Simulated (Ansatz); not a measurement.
C2H3NO at its PBE0-D4/def2-TZVP geometry, where that method's forces vanish. Charge 0, multiplicity 1. The bonds changed during the relaxation, so this is another structure than the one it started from.

```xyz
7

N     0.1017   -1.0386   -0.3761
C     0.1391    0.1687    0.1647
C    -0.0985    1.5042   -0.1224
O     0.6080    0.5094    1.2809
H     0.5661   -1.8023    0.0860
H    -0.2486   -1.1666   -1.3079
H    -1.0677    1.8252    0.2748
```

Problem. What forces (eV/Å) does B3LYP-D4/def2-TZVPP give on these atoms in Ansatz? (Estimate.)

Solution. Computed: 
```
N1  -0.021 -0.181 -0.102
C2  -0.031  0.171 -0.047
C3  -0.252  0.200 -0.226
O4   0.220 -0.143  0.452
H5   0.004 -0.026 -0.008
H6   0.002 -0.026 -0.014
H7   0.079  0.005 -0.054
```

B3LYP here is the variant with VWN-RPA as its local correlation; programs differ in this.
